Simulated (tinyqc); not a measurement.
Pariser-Parr-Pople SCF with singles CI, for the molecule c1ccccc1 (SMILES; centres numbered as the heavy atoms are written), step by step. One step of it, computed by the program tinyqc.

Task: PPP integrals. Mataga-Nishimoto: gamma = 14.399645/(R + a), a = 2 x 14.399645/(gamma_rr + gamma_ss); H_rr = -W_r - sum_(s != r) z_s gamma_rs; H_rs = beta for bonds.

Centres (angstrom, eV; a flat drawing with bonds scaled to 1.40 angstrom):
```
centre          x          y  core charge z          W   gamma_rr
1C       1.400000   0.000000              1  11.160000  11.130000
2C       0.700000   1.212000              1  11.160000  11.130000
3C      -0.700000   1.212000              1  11.160000  11.130000
4C      -1.400000   0.000000              1  11.160000  11.130000
5C      -0.700000  -1.212000              1  11.160000  11.130000
6C       0.700000  -1.212000              1  11.160000  11.130000
```

Resonance integrals (eV):
```
i  j       beta
1  2  -2.390000
2  3  -2.390000
3  4  -2.390000
4  5  -2.390000
5  6  -2.390000
6  1  -2.390000
```

Give: repulsion gamma_rs; core matrix H.

Result:

repulsion gamma_rs (eV), order 1C, 2C, 3C, 4C, 5C, 6C:
```
[[11.1300, 5.3463, 3.8725, 3.5175, 3.8725, 5.3463],
 [5.3463, 11.1300, 5.3455, 3.8725, 3.5181, 3.8732],
 [3.8725, 5.3455, 11.1300, 5.3463, 3.8732, 3.5181],
 [3.5175, 3.8725, 5.3463, 11.1300, 5.3463, 3.8725],
 [3.8725, 3.5181, 3.8732, 5.3463, 11.1300, 5.3455],
 [5.3463, 3.8732, 3.5181, 3.8725, 5.3455, 11.1300]]
```

core matrix H (eV), order 1C, 2C, 3C, 4C, 5C, 6C:
```
[[-33.1151, -2.3900, 0.0000, 0.0000, 0.0000, -2.3900],
 [-2.3900, -33.1156, -2.3900, 0.0000, 0.0000, 0.0000],
 [0.0000, -2.3900, -33.1156, -2.3900, 0.0000, 0.0000],
 [0.0000, 0.0000, -2.3900, -33.1151, -2.3900, 0.0000],
 [0.0000, 0.0000, 0.0000, -2.3900, -33.1156, -2.3900],
 [-2.3900, 0.0000, 0.0000, 0.0000, -2.3900, -33.1156]]
```
